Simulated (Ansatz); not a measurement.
HNGe⁺, doublet: the ladder up to UCCSDTQ

Geometry: that of the HNGe, singlet, kept fixed.

```xyz
3

Ge    0.0000    0.0000    1.4305
N     0.0000    0.0000   -0.2139
H     0.0000    0.0000   -1.2166
```

Basis cc-pVDZ; Ansatz 0.2.0. Correlated methods freeze the noble-gas cores and the filled d shells of p-block atoms, which leaves 9 electrons in 31 orbitals. R marks a restricted (for open shells ROHF) determinant, U an unrestricted one. Active spaces: valence = (9e, 9o) chosen from the atoms' valence shells. No spin–orbit coupling is included, and no scalar relativity.

Full CI isn't at hand for all of this; UCCSDTQ serves as the reference, and is uncertain by about the last step of the cluster series. The frozen core follows each run's orbitals, which can shift R against U totals by a few meV for light atoms and by up to 0.1 eV past Ca.

The UHF ⟨S²⟩ is 0.768 and the T1 diagnostic (RCCSD) is 0.0244. The largest doubles amplitude (RCCSD) is 0.079. The T1 diagnostic (UCCSD) is 0.0210.

Q: From what is known of these methods and the diagnostics, rank them by the size of their error in total energy against UCCSDTQ in cc-pVDZ, smallest first (an estimate: the text doesn't fix the numbers).
A. UCCSDT(Q)
B. UCCSDT
C. UCCSD
D. UHF
E. UCCSD(T)

A: A (0.1 kJ/mol), B (1.5 kJ/mol), E (4.0 kJ/mol), C (20.0 kJ/mol), D (575.2 kJ/mol).

All errors are against UCCSDTQ in cc-pVDZ. Below it: UCCSDT(Q). Within each family the higher level lies nearer, as is usual though not guaranteed.

Natural occupations of CASSCF (valence space) about the gap: 1.984 1.978 1.963 1.957 0.995 0.043 0.039 0.022 0.020; effectively unpaired electrons, Σ n²(2−n)², 1.03.
